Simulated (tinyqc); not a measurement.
Inside a calculation. Method: G0W0 on RHF in the sto-6g basis, for H2F+, spin multiplicity 1. One step of it, computed by the program tinyqc.

Task: Iteration 8 (converged): orbitals. Diagonalise F' = X^T F X, C = X C', fill 5 alpha and 5 beta electrons from the bottom; D = 2 C_occ C_occ^T. Each column has its largest component positive (the first on a tie).

converged F (hartree), order 1F 1s, 1F 2s, 1F 2px, 1F 2py, 1F 2pz, 2H 1s, 3H 1s:
```
[[-26.956352, -6.529463, 0.000000, 0.000957, -0.023197, -1.177017, -1.282697],
 [-6.529463, -3.514253, 0.000000, 0.008556, -0.121330, -1.193363, -1.271981],
 [0.000000, 0.000000, -1.053044, 0.000000, 0.000000, 0.000000, 0.000000],
 [0.000957, 0.008556, 0.000000, -1.013113, 0.005499, -0.536336, 0.558078],
 [-0.023197, -0.121330, 0.000000, 0.005499, -1.029389, -0.409113, -0.423626],
 [-1.177017, -1.193363, 0.000000, -0.536336, -0.409113, -0.854333, -0.402828],
 [-1.282697, -1.271981, 0.000000, 0.558078, -0.423626, -0.402828, -0.904410]]
```

X, order 1F 1s, 1F 2s, 1F 2px, 1F 2py, 1F 2pz, 2H 1s, 3H 1s:
```
[[1.022666, -0.134259, 0.000000, 0.000492, -0.005913, 0.016818, 0.017845],
 [-0.134259, 1.170319, 0.000000, -0.006951, 0.063663, -0.220189, -0.242413],
 [0.000000, 0.000000, 1.000000, 0.000000, 0.000000, 0.000000, 0.000000],
 [0.000492, -0.006951, 0.000000, 1.077636, -0.002553, -0.178169, 0.188545],
 [-0.005913, 0.063663, 0.000000, -0.002553, 1.027167, -0.095290, -0.102842],
 [0.016818, -0.220189, 0.000000, -0.178169, -0.095290, 1.128609, -0.081002],
 [0.017845, -0.242413, 0.000000, 0.188545, -0.102842, -0.081002, 1.145698]]
```

Give: F' = X^T F X; orbital energies; coefficients C; D after iteration 8.

Result:

F' = X^T F X (hartree):
```
[[-26.5389, -3.2081, 0.0000, 0.0010, -0.0352, -0.1780, -0.2051],
 [-3.2081, -2.1985, 0.0000, -0.0052, 0.0381, -0.4848, -0.5242],
 [0.0000, 0.0000, -1.0530, 0.0000, 0.0000, 0.0000, 0.0000],
 [0.0010, -0.0052, 0.0000, -0.7759, -0.0007, -0.4400, 0.4574],
 [-0.0352, 0.0381, 0.0000, -0.0007, -0.9393, -0.2744, -0.2875],
 [-0.1780, -0.4848, 0.0000, -0.4400, -0.2744, -0.3760, -0.0875],
 [-0.2051, -0.5242, 0.0000, 0.4574, -0.2875, -0.0875, -0.3693]]
```

orbital energies (hartree): [-26.9596, -2.0766, -1.2109, -1.0861, -1.0530, -0.0170, 0.1523]

coefficients C, order 1F 1s, 1F 2s, 1F 2px, 1F 2py, 1F 2pz, 2H 1s, 3H 1s:
```
[[0.9971, -0.2371, -0.0053, 0.0621, 0.0000, 0.1003, 0.0140],
 [0.0133, 0.9449, 0.0297, -0.3343, 0.0000, -0.6942, -0.1069],
 [0.0000, 0.0000, 0.0000, 0.0000, 1.0000, 0.0000, 0.0000],
 [-0.0001, -0.0077, 0.7418, 0.0263, 0.0000, -0.0853, 0.8187],
 [0.0018, 0.1114, -0.0273, 0.8818, 0.0000, -0.5325, -0.0682],
 [-0.0025, 0.0765, 0.3294, 0.2119, 0.0000, 0.8372, -0.7139],
 [-0.0027, 0.0838, -0.3416, 0.1888, 0.0000, 0.6669, 0.9057]]
```

D after iteration 8, order 1F 1s, 1F 2s, 1F 2px, 1F 2py, 1F 2pz, 2H 1s, 3H 1s:
```
[[2.1085, -0.4634, 0.0000, -0.0012, 0.0605, -0.0184, -0.0181],
 [-0.4634, 2.0114, 0.0000, 0.0119, -0.3806, 0.0225, 0.0118],
 [0.0000, 0.0000, 2.0000, 0.0000, 0.0000, 0.0000, 0.0000],
 [-0.0012, 0.0119, 0.0000, 1.1021, 0.0043, 0.4987, -0.4981],
 [0.0605, -0.3806, 0.0000, 0.0043, 1.5813, 0.3727, 0.3702],
 [-0.0184, 0.0225, 0.0000, 0.4987, 0.3727, 0.3185, -0.1322],
 [-0.0181, 0.0118, 0.0000, -0.4981, 0.3702, -0.1322, 0.3187]]
```
